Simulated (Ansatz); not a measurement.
C6H10, SMILES `C1CC1C1CC1`, relaxed with RKS PBE-D4/def2-SVP in Ansatz from a rough embedded geometry. The force threshold is 0.03 eV/Å; the program also tests the step.

The species carries charge 0 and has multiplicity 1.

Start:

```xyz
16

C     1.120   -1.621   -0.195
C     1.931   -0.363   -0.258
C     0.561   -0.342    0.354
C    -0.560    0.344   -0.355
C    -1.930    0.361    0.256
C    -1.122    1.621    0.197
H     1.419   -2.393    0.497
H     0.703   -2.002   -1.115
H     2.788   -0.269    0.391
H     2.062    0.108   -1.220
H     0.508   -0.254    1.433
H    -0.506    0.259   -1.434
H    -2.061   -0.113    1.217
H    -2.787    0.267   -0.393
H    -1.422    2.395   -0.494
H    -0.705    2.001    1.118
```

```
step  energy (eV)  largest force (eV/Å)  largest move (Å)
   1   -6370.4480                 0.739             0.000
   2   -6370.5396                 0.198             0.025
   3   -6370.5485                 0.030             0.015
```

End:

```xyz
16

C     1.131   -1.637   -0.197
C     1.949   -0.366   -0.260
C     0.565   -0.345    0.352
C    -0.564    0.346   -0.352
C    -1.948    0.365    0.259
C    -1.132    1.637    0.198
H     1.433   -2.422    0.514
H     0.703   -2.022   -1.137
H     2.819   -0.267    0.408
H     2.079    0.117   -1.242
H     0.520   -0.262    1.453
H    -0.519    0.264   -1.453
H    -2.079   -0.119    1.241
H    -2.819    0.266   -0.409
H    -1.434    2.422   -0.512
H    -0.704    2.021    1.139
```

Run time 11 s (2 threads of an AMD EPYC 7R13 on a shared host); peak host memory 0.18 GiB.
